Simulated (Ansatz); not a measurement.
All values below come from frozen-core CCSD(T)/cc-pVTZ // PBE0-D4/def2-TZVP run with Ansatz (an electronic-structure program).

Ansatz 0.2 input:
```yaml
crystal:
  periodic: [false, false, false]
  atoms:
    - { symbol: C, position_ang: [-0.882409, -0.380844, -0.042309] }
    - { symbol: C, position_ang: [0.226562, 0.646949, 0.037158] }
    - { symbol: S, position_ang: [1.825677, 0.060519, -0.583291] }
    - { symbol: H, position_ang: [-1.012603, -0.736389, -1.065757] }
    - { symbol: H, position_ang: [-0.660957, -1.246029, 0.586907] }
    - { symbol: H, position_ang: [-1.828942, 0.048309, 0.299488] }
    - { symbol: H, position_ang: [0.354311, 1.019308, 1.055215] }
    - { symbol: H, position_ang: [-0.000043, 1.511817, -0.59104] }
    - { symbol: H, position_ang: [1.990138, -0.92774, 0.310952] }
basis:
  gaussian: { orbitals: cc-pVTZ }
correlation:
  method: ccsd_t
```

Output:

```
Functional definition: HF
991 factors; integrals over basis functions are off by at most 9.1e-4 eV
mean field evaluation 1: about -12972.4209 eV, gradient 2.5e1 eV
mean field evaluation 2: about -12972.5831 eV, gradient 2.5e1 eV
mean field evaluation 4: about -12974.4948 eV, gradient 3.1e0 eV
mean field evaluation 8: about -12974.5298 eV, gradient 2.0e-1 eV
mean field evaluation 16: about -12974.0820 eV, gradient 9.7e0 eV
mean field -12974.53001026 eV, -476.8051834248 hartree, gradient 1.4e-6 eV, S^2 0.000000; 0 other end points of the search recorded, 0 dependent functions left out
7 core orbitals not correlated
reference -12974.53001026 eV, -476.8051834248 hartree; 10, 10 occupied and 161, 161 virtual orbitals, 991 factors
second order -14.65192610 eV of doubles, -0.00000000 eV of singles
cycle   1  -15.39396580 eV  change   -7.4e-1 eV  update   7.5e-2
cycle   2  -15.77819185 eV  change   -3.8e-1 eV  update   2.2e-2
cycle   3  -15.82564781 eV  change   -4.7e-2 eV  update   7.7e-3
cycle   4  -15.82439363 eV  change    1.3e-3 eV  update   1.8e-3
cycle   5  -15.82435484 eV  change    3.9e-5 eV  update   5.6e-4
cycle   6  -15.82430314 eV  change    5.2e-5 eV  update   1.7e-4
cycle   7  -15.82428688 eV  change    1.6e-5 eV  update   5.8e-5
cycle   8  -15.82429140 eV  change   -4.5e-6 eV  update   2.2e-5
perturbative correction -0.63226083 eV, -0.0232351570 hartree
Total energy: -12990.98656250 eV, -477.4099505648 hartree
```

Cost: roughly 50 core-seconds.
